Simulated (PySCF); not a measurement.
Species: 1-chloro-2-methylpropane, C4H9Cl.
Bonds: C1–C2, C2–C3, C2–C4, C4–Cl5. Hydrogens: H6, H7, H8 on C1; H9 on C2; H10, H11, H12 on C3; H13, H14 on C4.

Method: PBE0-D3(BJ)/def2-SVP geometry optimisation, gas phase (PySCF).

Task: Give the optimised bond lengths and angles.

Result: 
```
                  bond  length (pm)
          C1–C2, C2–C3        152.4
                 C2–C4        152.1
                C4–Cl5        179.1
C1–H6 and 5 like bonds        110.1
                 C2–H9        110.5
        C4–H13, C4–H14        110.0
```

Bonds in one row agree within 1 pm and their mean is given. A selection of angles:
```
     angle  degrees
  C2–C1–H6    111.0
  H6–C1–H7    107.7
  C1–C2–C3    111.7
  C1–C2–C4    112.1
  C1–C2–H9    108.4
  C3–C2–C4    109.1
  C4–C2–H9    106.9
 C2–C4–Cl5    112.8
 C2–C4–H13    111.1
Cl5–C4–H13    106.8
Cl5–C4–H14    106.4
H13–C4–H14    108.4
```

Torsions: C1–C2–C4–Cl5 63° (synclinal). The mirror-image conformer, all signs reversed, is as good.

Of the pairs four or more bonds apart, Cl5···H8 is among the closest relative to their van der Waals radii: 2.77 Å, 94 % of the sum of Bondi's values.

Point group: C1 (no symmetry element, even within 0.4 Å). No frequency check. The numbers are those of one conformer.
